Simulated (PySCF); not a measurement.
Electron detachment from methyleneamidogen anion

Molecule: methyleneamidogen anion, `C=[N-]` ([CH2N]-). Atom numbers as in the mapped SMILES `[CH2:1]=[N-:2]`.

Energies: B3LYP-D3(BJ)/ma-def2-TZVP (PySCF, density fitting, integration grid level 2) on PBE0-D3(BJ)/ma-def2-SVP structures. The prefix ma- adds one diffuse s and one diffuse p function on all atoms but H. Zero-point and thermal terms (298.15 K, 1 bar) come from unscaled PBE0-D3(BJ)/ma-def2-SVP harmonic frequencies, with soft modes damped to free rotors in the entropy.

Frontier levels of the parent: HOMO 1.66 eV, LUMO 3.81 eV.

Oxidation to the radical:
| Quantity | Value |
| --- | --- |
| Vertical detachment energy (electronic) | 0.63 eV |
| Adiabatic detachment energy (with zero-point energy) | 0.55 eV |
| Adiabatic, electronic part | 0.50 eV |
| Vertical gap at the product's structure | 0.42 eV |
| Inner reorganisation energy (four-point) | 215 meV |
| Relaxation of product / of parent | 135 / 79 meV |
| ⟨S²⟩ of the product | 0.760 |
| Largest spin populations | N2 0.96, C1 -0.15, H (on C1) 0.10, H (on C1) 0.10 |
| Largest changes of atomic charge | N2 0.54, H (on C1) 0.20, H (on C1) 0.20 |
| Distances that move most (Å) | C1–H 1.156 → 1.109; C1–H 1.156 → 1.109 |

Against the Active Thermochemical Tables (version 1.112): detachment energy to the radical 0.51 (computed 0.55, error 0.04) eV.

Run with `OMP_NUM_THREADS=1 python redox_run.py task.json out` on 1 thread of Arm Neoverse V2, a shared host. Structures, frequencies and single points: 25 s of wall time.
